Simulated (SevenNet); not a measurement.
α-quartz (SiO2)

Calculation: the machine-learned potential SevenNet-l3i5 (trained on PBE and PBE+U data).

Cell (relaxed at this level):

SiO2 is modelled in the trigonal space group P3₂21 (No. 154), Pearson symbol hP9. Lattice parameters: a = 5.0288 Å, b = 5.0288 Å, c = 5.5136 Å, α = 90.00°, β = 90.00°, γ = 120.00°. Si on 3a is surrounded by 4 O at 1.625–1.628 Å (tetrahedral). O on 6c sees 2 Si at 1.625–1.628 Å (bent). (Neighbours: up to the widest gap in distance over summed covalent radii, below 1.35, at either atom.)

```yaml
lattice_parameter_a: 5.029 Å
c axis length: 5.514 Å
```

Measured, for comparison: lattice constant a 4.914 Å, lattice parameter c 5.405 Å (298 K, not corrected to a static lattice; as tabulated in Sutter and Yavaş (2016), arXiv:1612.07049). Computed (rounded) less measured: lattice constant a +2.3 %, lattice parameter c +2.0 %.

A machine-learned potential is trained on density-functional data: it inherits that level's misses and adds fitting errors of its own.

Note: this model's volume lies 7 % above that of the starting cell (a measured, published or database cell).
